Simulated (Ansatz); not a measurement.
# C₃H₄N+: functionals against CCSD(T) at one geometry

An exercise on one series of results from a longer session: the logs are not shown, and one member is left open.

Computed with Ansatz 0.2.0, Gaussian basis. Level: single points in def2-TZVPP.

Cores are frozen in the correlated methods.

**Starting geometry**

SMILES `[CH+]=NC=C`, 8 atoms, charge 1, spin multiplicity 1.

Atoms are counted from 1 here; the program's logs count them from 0.

Bond lengths: C1–N2 1.159 Å, C1–H5 1.045 Å, N2–C3 1.359 Å, C3–C4 1.313 Å, C3–H6 1.088 Å, C4–H7 1.091 Å, C4–H8 1.099 Å. Angles: N2–C1–H5 178.9°, C1–N2–C3 179.7°, N2–C3–C4 121.8°, N2–C3–H6 112.6°, C4–C3–H6 125.6°, C3–C4–H7 123.8°, C3–C4–H8 118.8°, H7–C4–H8 117.5°.

Geometry (Å):

```xyz
8
charge 1, multiplicity 1
C     0.6194    1.4802   -1.2275
N     0.0972    0.7824   -0.4639
C    -0.5186   -0.0387    0.4272
C    -0.0693   -1.2454    0.6819
H     1.0848    2.1248   -1.9055
H    -1.4007    0.4160    0.8735
H     0.8051   -1.6819    0.1966
H    -0.6048   -1.8656    1.4147
```

Set-up of the first run:

Input file run/in.yaml:

```yaml
crystal:
  periodic: [false, false, false]
  atoms:
    - {symbol: C, position_ang: [0.619400, 1.480200, -1.227500]}
    - {symbol: N, position_ang: [0.097200, 0.782400, -0.463900]}
    - {symbol: C, position_ang: [-0.518600, -0.038700, 0.427200]}
    - {symbol: C, position_ang: [-0.069300, -1.245400, 0.681900]}
    - {symbol: H, position_ang: [1.084800, 2.124800, -1.905500]}
    - {symbol: H, position_ang: [-1.400700, 0.416000, 0.873500]}
    - {symbol: H, position_ang: [0.805100, -1.681900, 0.196600]}
    - {symbol: H, position_ang: [-0.604800, -1.865600, 1.414700]}
basis:
  gaussian: {orbitals: def2-TZVPP}
total_charge: 1
correlation: {method: ccsd_t}
output: {forces: true}
```

No record of the launch command was kept for these runs.

Among the steps run: CCSD(T)/def2-TZVPP; PBE0-D4/def2-TZVPP; wB97M-V/def2-TZVPP; r2SCAN-D4/def2-TZVPP; PBE-D4/def2-TZVPP; revPBE-D4/def2-TZVPP; BHLYP-D4/def2-TZVPP.

One of the session's tables, all rows but one given; the rest of the session is left out.

```
   method  RMS force component (eV/Å)  angle to CCSD(T) forces (°)
  CCSD(T)                       1.080                    reference
  PBE0-D4                       1.189                         16.9
  wB97M-V                       1.378                         17.6
r2SCAN-D4                       1.033                         13.1
   PBE-D4                       0.851                         18.4
revPBE-D4                           ?                            ?
 BHLYP-D4                       1.634                         22.9
```

Q: Estimate the row for revPBE-D4 from the others.

**Answer.** RMS force component (eV/Å): 0.848; angle to CCSD(T) forces (°): 18.4. In the column «RMS force component (eV/Å)» it is the lowest.
